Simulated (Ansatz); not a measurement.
**Worked example: a bond strength in C2H2 (acetylene)**

C2H2: 4 atoms, total charge 0, spin state singlet. As SMILES, `C#C`. The shape was relaxed beforehand at r2SCAN/def2-SVP.

```xyz
4

C     0.1574   -0.5487    0.2029
C    -0.1574    0.5487   -0.2029
H     0.4367   -1.5223    0.5627
H    -0.4367    1.5223   -0.5627
```

Wanted: the dissociation energy of the C2–C1 bond into doublet CH and doublet CH (shapes relaxed at r2SCAN/def2-SVP, no zero-point term). 1 Eh = 2625.50 kJ/mol = 27.2114 eV. Totals in Eh; open shells run unrestricted unless said.

```tsv
level	program	C2H2	doublet CH	doublet CH 
B3LYP/def2-TZVPP	Ansatz	-77.364920	-38.497524	-38.497524
CAM-B3LYP/def2-TZVPP	Ansatz	-77.313762	-38.470326	-38.470326
B2PLYP/def2-TZVPP, 2 core orbitals frozen	Ansatz	-77.292513	-38.457351	-38.457351
```

**Question.** Work out the dissociation energy at each level.

**Answer.** 
1. B3LYP/def2-TZVPP: (-38.497524) + (-38.497524) − (-77.364920) = 0.369872 Eh = 971.1 kJ/mol = 10.06 eV.
2. CAM-B3LYP/def2-TZVPP: (-38.470326) + (-38.470326) − (-77.313762) = 0.373110 Eh = 979.6 kJ/mol = 10.15 eV.
3. B2PLYP/def2-TZVPP: (-38.457351) + (-38.457351) − (-77.292513) = 0.377811 Eh = 991.9 kJ/mol = 10.28 eV.

The levels span 971 to 992 kJ/mol; no measured value is set beside them. CH is spin-contaminated at B2PLYP/def2-TZVPP (⟨S²⟩ = 0.87). CH is spin-contaminated at B2PLYP/def2-TZVPP (⟨S²⟩ = 0.87). A bond enthalpy at 298 K also holds the loss of zero-point energy and thermal terms.
